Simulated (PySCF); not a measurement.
Compound: C₅H₁₀P (charge +1).
Geometry (GFN2-xTB, Å), atoms numbered from 1 in this order:
```xyz
16
C5H10P angstrom
C     -2.6258    0.1833    0.1528
C     -1.4313   -0.1895   -0.7231
C     -0.1887    0.3375   -0.1672
C      0.3926    1.0645    0.7915
P      1.6045    0.3992   -0.3238
C      2.7224   -0.9222    0.2288
H     -3.5335   -0.2230   -0.2831
H     -2.7303    1.2622    0.2232
H     -2.5132   -0.2229    1.1540
H     -1.3507   -1.2766   -0.8224
H     -1.5627    0.2066   -1.7354
H      0.1999    1.6507    1.6646
H      2.1627    1.3057   -1.2025
H      2.1909   -1.5725    0.9254
H      3.5886   -0.4864    0.7306
H      3.0670   -1.5079   -0.6247
```

The calculation used TDDFT B3LYP/def2-SVPD, vertical, gas phase, core orbitals frozen in the response (PySCF 2.14.0, density-fitted response routines).

Computed states:

```
state  E (eV)       f
   S1    6.21  0.0039
   S2    6.36  0.0050
   S3    6.83   0.083
   S4    7.17  0.0066
   S5    7.26   0.276
   S6    7.50   0.021
   S7    7.70  0.0030
   S8    7.77   0.011
```

Broadening: Gaussians 0.3 eV wide at half height, area fixed by f = 4.319×10⁻⁹ ∫ε dν̃. The width is an assumption, not a result. The curve ends short of the highest state used, and states not computed would add to its high-energy end.

Problem. What does the envelope look like, and where are its maxima?

Solution. 
```csv
λ (nm),ε (L mol⁻¹ cm⁻¹)
172.8,20430
173.8,15886
174.8,11580
175.8,8345
176.8,6512
177.7,5968
178.7,6218
179.7,6861
180.7,7410
181.7,7529
182.7,7091
183.7,6168
184.6,5086
185.6,3819
186.6,2674
187.6,1768
188.6,1136
189.6,752
190.5,573
191.5,501
192.5,511
193.5,557
194.5,611
195.5,652
196.5,671
197.4,666
198.4,635
199.4,583
200.4,515
201.4,437
202.4,357
203.4,279
204.3,216
205.3,157
206.3,109
207.3,72
208.3,46
209.3,28
210.2,17
211.2,10
212.2,5
213.2,3
214.2,1
215.2,1
```

Maxima: 197 nm (6.30 eV), ε about 670, made up of S1 (40%) and S2 (59%); 181 nm (6.83 eV), ε about 7600, made up of S3 (99%) (ε in L mol⁻¹ cm⁻¹; maxima over ε = 5, shares over 10%). At its high-energy end, 7.17 eV, the curve is still rising (ε about 20000, from S5).

Problem. What would ε be at 6.83 eV, the highest of these maxima, with half the width (0.15 eV)?

Solution. About 14900 L mol⁻¹ cm⁻¹ against 7550, a factor of about 1.97; a lone state at its own centre would give exactly 2.

Problem. Coming from long wavelengths, where does ε first pass 100 L mol⁻¹ cm⁻¹?

Solution. At about 206 nm (6.00 eV), 0.21 eV below S1.

Problem. On this curve, what absorbance would a 10⁻⁴ mol/L sample give at 193 nm over a 1 cm path?

Solution. 193 nm is 6.424 eV, where ε is about 530 L mol⁻¹ cm⁻¹, so A = ε c l ≈ 0.053 (Beer–Lambert, with the gas-phase spectrum and the assumed width).

One conformer stands for the species.
